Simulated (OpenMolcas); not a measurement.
**SiH3 (silyl radical): methods side by side**

SiH3: 4 atoms, total charge 0, spin state doublet. As SMILES, `[SiH3]`. Geometry: relaxed at PBE0-D4/def2-TZVP.

```
atom    x (Å)    y (Å)    z (Å)
  Si   0.2938  -0.0269  -0.1640
   H   0.5592   0.6653   1.1239
   H  -0.2240  -1.4017   0.0601
   H  -0.6289   0.7632  -1.0200
```

Quantity: the energy change with the Si1–H4 bond stretched from 1.486 to 3.715 Å, in eV. The values are calculated.

```json
{"level": "UB3LYP/6-31G", "kind": "global hybrid", "program": "OpenMolcas", "value (eV)": "3.36", "CPU time (all runs)": "13 s"}
{"level": "UPBE0/6-31G", "kind": "global hybrid", "program": "OpenMolcas", "value (eV)": "3.41", "CPU time (all runs)": "12 s"}
{"level": "CASPT2(7,7)/6-31G", "kind": "multireference", "program": "OpenMolcas", "value (eV)": "3.10", "CPU time (all runs)": "5.5 s"}
{"level": "CASSCF(3,3)/6-31G", "kind": "multireference", "program": "OpenMolcas", "value (eV)": "?", "CPU time (all runs)": "3.9 s"}
{"level": "CASSCF(7,7)/6-31G", "kind": "multireference", "program": "OpenMolcas", "value (eV)": "?", "CPU time (all runs)": "5.4 s"}
{"level": "MRCI(7,7)/6-31G", "kind": "multireference", "program": "OpenMolcas", "value (eV)": "3.09", "CPU time (all runs)": "14 s"}
{"level": "SC-NEVPT2(7,7)/6-31G", "kind": "multireference", "program": "OpenMolcas", "value (eV)": "3.10", "CPU time (all runs)": "5.7 s"}
{"level": "FCI/3-21G", "kind": "exact in the basis", "program": "OpenMolcas", "value (eV)": "3.12", "CPU time (all runs)": "24 s"}
{"level": "FCI/6-31G", "kind": "exact in the basis", "program": "OpenMolcas", "value (eV)": "3.09", "CPU time (all runs)": "25 s"}
```

Problem. Estimate what the levels marked ? give.

Solution. As computed at these levels: CASSCF(3,3)/6-31G: 3.05 eV; CASSCF(7,7)/6-31G: 3.06 eV. The first shape isn't each level's own minimum. The values span 3.05 to 3.41 eV. Spin contamination of the reference (⟨S²⟩ at least 0.1 too high) touches UB3LYP/6-31G, UPBE0/6-31G. All rows use very small basis sets, so even the best lies far from the true value. Times are those of the runs behind each value, whatever else they computed, on shared processors of several kinds: orders of magnitude only.
